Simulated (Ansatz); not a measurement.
CsCl-type TlCl was calculated with LDA in Ansatz (plane waves, PAW).

From the output:

```
Crystal: 2 atoms, lattice volume = 50.408 Å³
Basis set: ecut = 520 eV, 1357 PW (Γ), exchange–correlation on 60×60×60 points (8 copies of the dense FFT grid, shifted against one another)
Bands: 14, of which v1, the nominal top of the filled ones, is band 10 counted from 1 (9 counted from 0)
Symmetry: 48 space group operations
Space group: Pm-3m (ITA 221), of the structure as read, at distance tolerance 3.7e-5 Å
k-points: 56 of 1000
Functional: x = slater, c = lda
SCF iter   1: F=—  HF=-12192.467949 eV  |F-HF|=—  |Δ(HF+E_count)|=         —  Δρ=7.05e-3  dr2=3.36e-2
SCF iter   2: F=—  HF=-12192.456403 eV  |F-HF|=—  |Δ(HF+E_count)|=   1.15e-2  Δρ=2.86e-3  dr2=2.87e-3
  ...
SCF iter   6: F=—  HF=-12192.455388 eV  |F-HF|=—  |Δ(HF+E_count)|=   1.48e-7  Δρ=6.08e-6  dr2=9.38e-9
SCF iter   7: F=-12192.455388 eV  HF=-12192.455388 eV  |F-HF|=1.27e-11  |Δ(HF+E_count)|=   1.06e-9  Δρ=3.35e-7  dr2=1.89e-11
SCF 1 converged in 7 iterations: F = -12192.455388 eV  dr2 = 1.89e-11
SCF converged after 7 iterations
Free energy (F): -12192.455388 eV
Internal energy: -12192.455388 eV  (E = F + TS)
E sigma→0 (E₀):  -12192.455388 eV
Fermi energy:    7.312542 eV
--- Stress (GPa, compression-positive) ---
       -0.004608       0.000000       0.000000
        0.000000      -0.004608       0.000000
        0.000000       0.000000      -0.004608
  P = ⅓ Tr σ = -0.0046 GPa (-0.046 kbar)
```

### Question
Write an input file that could have produced this run (the log leaves some choices open).

### Answer
This is not unique; one that fits is 
Ansatz 0.2 input:
```yaml
crystal:
  lattice:
    - [3.694015085, 0.0, 0.0]
    - [0.0, 3.694015085, 0.0]
    - [0.0, 0.0, 3.694015085]
  atoms:
    - { symbol: Tl, position: [0.0, 0.0, 0.0] }
    - { symbol: Cl, position: [0.5, 0.5, 0.5] }
basis:
  ecutwfc: 520
  ecutrho_ratio: 4
  xc_grid: 2
kpoints:
  mp_grid: { grid: [10, 10, 10] }
hamiltonian:
  xc: lda
  dispersion: none
  pseudopotentials: { kind: paw }
scf:
  occupations: { method: fermi_dirac, width: 0.01 }
  convergence: { dr2_threshold: 0.0000000002 }
output:
  forces: true
  stress: true
  eigenvalues: true
```

The PAW data were made under PBE.

Ansatz is a first-principles code.
